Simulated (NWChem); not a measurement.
Species: CH2 cation, doublet

```xyz
3

C      0.0000     0.0000    -0.0914
H      1.0358     0.0000     0.2742
H     -1.0358     0.0000     0.2742
```
Atoms are numbered in this order, from 1.

Computed with NWChem. Spin-unrestricted. Geometry: optimised at PBE0-D3(BJ)/def2-TZVP, spin-unrestricted. No stability test was run on the SCF state. B3LYP is NWChem's, with the RPA form of VWN correlation. Vertical excitations in the gas phase; the lowest state need not have the same character in each row. Excited states of an open shell can be spin-contaminated.

```tsv
level	lowest excitation (eV)	oscillator strength of that lowest state	lowest empty minus highest occupied level, either spin (eV)
PBE/def2-SVP, TDA	1.09	0.000	1.37
B3LYP/def2-SVP, TDA	1.06	0.000	4.08
LRC-wPBEh/def2-SVP, TDA	1.00	0.000	8.49
CAM-B3LYP/def2-SVP, TDA	0.97	0.000	?
```

### Question
What belongs in the gaps?

### Answer

- CAM-B3LYP/def2-SVP, TDA, lowest empty minus highest occupied level, either spin (eV): 7.57
